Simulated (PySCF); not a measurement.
## AlP at BP86

Computed with BP86; Al def2-TZVPPD, P def2-TZVPPD; no relativity (PySCF 2.14).

* state: ³Π (triplet), unpaired electrons σ ↑, π ↑
* bond length: 2.225 Å
* harmonic wavenumber: 463 cm⁻¹
* force constant: 1.82 mdyn/Å
* rotational constant Be: 0.2361 cm⁻¹
* anharmonicity ωexe: 2.65 cm⁻¹
* vibration–rotation constant αe: 0.00171 cm⁻¹
* well depth De to Al + P: 2.56 eV
* dissociation energy D0: 2.53 eV
* bond order (Mayer): 1.92
* dipole moment (positive dipole means Al(−)P(+)): -2.33 D

The state is the lowest determinant that a PBE0 search found; another state may lie lower at other levels.
